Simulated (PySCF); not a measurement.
One of the candidates below gave these computed data.

All candidates are C4H8S2.

| technique | computed result |
| --- | --- |
| 1H NMR | chemical shifts (computed TMS as zero) by class: 3.91 (1 H), 2.68 (2 H), 2.65 (2 H), 1.37 (3 H) ppm [GIAO HF/pcSseg-2] |
| 13C NMR | chemical shifts (computed TMS as zero) by class: 45.0 (1 C), 37.3 (2 C), 29.5 (1 C) ppm [GIAO HF/pcSseg-2] |
| NMR, other nuclei | isotropic shieldings of nuclei other than C and H, by class: 475 (2 S) ppm [GIAO HF/pcSseg-2] |
| UV, strongest line | among the 10 lowest singlet transitions: S10 at 7.03 eV (176 nm, f = 0.068) [TDDFT CAM-B3LYP/def2-SVPD] |
| Rotational structure | rotational constants A, B, C: 2.767, 2.721, 1.597 GHz [PBE0-D3(BJ)/def2-SVP] |
| UV, first state | lowest singlet excitation: 5.08 eV (244 nm, f = 0.000) [TDDFT CAM-B3LYP/def2-SVPD] |
| Valence photoelectron | vertical ionisation energy: 8.68 eV [ΔSCF CAM-B3LYP/def2-SVPD] |

Gas-phase values; electronic properties from PySCF, density fitting. Levels stand in brackets. The structure is a single PBE0-D3(BJ)/def2-SVP conformer in the gas phase; no vibrational or solvent corrections. Each NMR value is the plain mean over a class of atoms that symmetry, rotation or inversion makes alike.

**Question.** Which candidate is it?
A. `CC1SCCS1` (2-methyl-1,3-dithiolane)
B. `C1CCSSC1` (dithiane)
C. `C1CSCSC1` (1,3-dithiane)

**Answer.** A. It is `CC1SCCS1`. Numbering: `[CH3:1][CH:2]1[S:3][CH2:4][CH2:5][S:6]1`. Its formula, C4H8S2, gives 1 degree of unsaturation: 1 ring and 0 π bonds in the structure found. 4 carbons fall into 3 classes; from least to most shielded: ring sp3 carbon bound to sulfur [C2] (45.0 ppm), ring sp3 carbon bound to sulfur [C4/C5] (37.3 ppm, 2 C, up to 4.2 ppm apart in this geometry), methyl carbon [C1] (29.5 ppm). Hydrogen classes from least to most shielded: 1 H on an sp3 carbon bound to sulfur, C2 (3.91 ppm), 2 H on 2 like atoms (sp3 carbon bound to sulfur), C4/C5 (2.68 ppm), 2 H on 2 like atoms (sp3 carbon bound to sulfur), C4/C5 (2.65 ppm), 3 H on a methyl carbon, C1 (1.37 ppm). The other shieldings belong to: 475 ppm, sulfide sulfur [S3/S6]. The first electron is taken from the HOMO, whose largest Löwdin shares are 0.50 on a sulfide sulfur, 0.18 on a sulfide sulfur and 0.08 on each of 2 atoms of one kind (sp3 carbon bound to sulfur). The optimised geometry has point group C1 and is an asymmetric top.

The others, at the same levels:
- `C1CCSSC1` fails: its computed lowest singlet excitation is 4.19 eV (296 nm, f = 0.006) (against 5.08 eV), vertical ionisation energy is 8.38 eV (against 8.68 eV) and strongest line among the 10 lowest singlet transitions is S6 at 6.66 eV (186 nm, f = 0.050) (against S10 at 7.03 eV).
- `C1CSCSC1` fails: its computed vertical ionisation energy is 8.43 eV (against 8.68 eV), rotational constant A is 3.293 GHz (against 2.767 GHz) and smallest rotational constant is 1.495 GHz (against 1.597 GHz).
